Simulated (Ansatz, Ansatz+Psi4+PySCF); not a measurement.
```yaml
atoms:
  - { symbol: N, position_ang: [0.0000, 0.0000, 0.0000] }
  - { symbol: O, position_ang: [0.0000, 1.1322, 0.4806] }
  - { symbol: O, position_ang: [0.0000, -1.0770, 0.4572] }
```

Basis set: cc-pVTZ (spherical functions). Correlated methods keep 3 orbitals frozen. Correlation on ROHF uses semicanonical orbitals with singles. Charge 0, multiplicity 2.

Computed with Ansatz (development build ahead of 0.2.0); each method stands on the lowest determinant of its kind that the runs found.

The atomization energy at this shape (free ground-state atoms in the same class of orbitals less the molecule, no zero-point energy) of doublet NO2:

| method | atomization energy |
| --- | --- |
| ROHF-CCSD(T) | 211.02 kcal/mol |
| ROHF-CCSD | 193.01 kcal/mol |
| UHF-CCSD(T) | 210.46 kcal/mol |
| ROHF-MP2 | 236.63 kcal/mol |

Question: What does UHF-MP2 give?

Answer: 229.60 kcal/mol.
